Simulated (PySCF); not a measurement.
Ethynylaluminium, C₂HAl (singlet state).
Bonds: C1–C2 (triple), C2–Al3. Hydrogens: H4 on C1.

Level: CAM-B3LYP/def2-SVPD in PySCF, non-relativistic, on one gas-phase PBE0-D3(BJ)/def2-SVP geometry that isn't relaxed in the solvent. The solvent is an IEF-PCM continuum (Bondi radii, 1.10 Å for H, scaled by 1.2), and excitations are vertical TDDFT with non-equilibrium linear response and a frozen core. Only the electrostatic response of the medium enters.

Gas-phase singlets (H = HOMO, L = LUMO):

```tsv
state	E (eV)	λ (nm)	f	leading configuration
S1	3.695	336	0.103	H→L 98%
S2	3.695	336	0.103	H→L+1 98%
S3	4.926	252	0.000	H-2→L 31%
S4	5.079	244	0.000	H-2→L+1 38%
S5	5.079	244	0.000	H-1→L+1 38%
```

Task: Give the list for cyclohexane (ε = 2.017), n² = 2.04.

Result: 
| state | E (eV) | λ (nm) | f | leading configuration | change by rank (eV) |
| --- | --- | --- | --- | --- | --- |
| S1 | 3.547 | 350 | 0.133 | H→L 98% | -0.148 |
| S2 | 3.547 | 350 | 0.133 | H→L+1 98% | -0.148 |
| S3 | 5.043 | 246 | 0.000 | H-2→L 33% | +0.117 |
| S4 | 5.185 | 239 | 0.000 | H-2→L+1 44% | +0.106 |
| S5 | 5.185 | 239 | 0.000 | H-1→L+1 44% | +0.106 |

Task: What are the lowest 5 singlets in dimethylsulfoxide (ε = 46.83)?

Result: 
```json
{"state": "S1", "E (eV)": "3.616", "λ (nm)": "343", "f": "0.136", "leading configuration": "H→L 98%", "change by rank (eV)": "-0.079"}
{"state": "S2", "E (eV)": "3.616", "λ (nm)": "343", "f": "0.136", "leading configuration": "H→L+1 98%", "change by rank (eV)": "-0.079"}
{"state": "S3", "E (eV)": "5.212", "λ (nm)": "238", "f": "0.000", "leading configuration": "H-1→L 29%", "change by rank (eV)": "+0.286"}
{"state": "S4", "E (eV)": "5.362", "λ (nm)": "231", "f": "0.000", "leading configuration": "H-1→L+1 28%", "change by rank (eV)": "+0.283"}
{"state": "S5", "E (eV)": "5.362", "λ (nm)": "231", "f": "0.000", "leading configuration": "H-2→L+1 28%", "change by rank (eV)": "+0.283"}
```

Task: How do the frontier levels move from gas to dimethylsulfoxide?

Result: 
| orbital | gas (eV) | solvent (eV) | change (eV) | Löwdin shares, gas | Löwdin shares, solvent |
| --- | --- | --- | --- | --- | --- |
| LUMO+2 | 1.17 | 1.30 | +0.13 | Al3 79 %, C1 11 %, C2 8 % | Al3 74 %, C1 15 %, C2 9 % |
| LUMO+1 | -0.82 | -0.47 | +0.35 | Al3 72 %, C2 18 %, C1 10 % | Al3 70 %, C2 19 %, C1 10 % |
| LUMO | -0.82 | -0.47 | +0.35 | Al3 72 %, C2 18 %, C1 10 % | Al3 70 %, C2 19 %, C1 10 % |
| HOMO | -7.58 | -7.35 | +0.23 | Al3 83 %, C2 14 % | Al3 84 %, C2 14 % |
| HOMO-1 | -9.50 | -9.53 | -0.03 | C1 45 %, C2 44 %, Al3 6 %, H4 5 % | C1 45 %, C2 45 %, Al3 6 %, H4 5 % |
| HOMO-2 | -9.50 | -9.53 | -0.03 | C1 45 %, C2 44 %, Al3 6 %, H4 5 % | C1 45 %, C2 45 %, Al3 6 %, H4 5 % |
| HOMO-3 | -13.34 | -13.19 | +0.15 | C2 52 %, Al3 30 %, C1 16 % | C2 52 %, Al3 29 %, C1 16 % |

The HOMO–LUMO gap goes from 6.76 to 6.88 eV. Shares within a degenerate set are those of one arbitrary member.
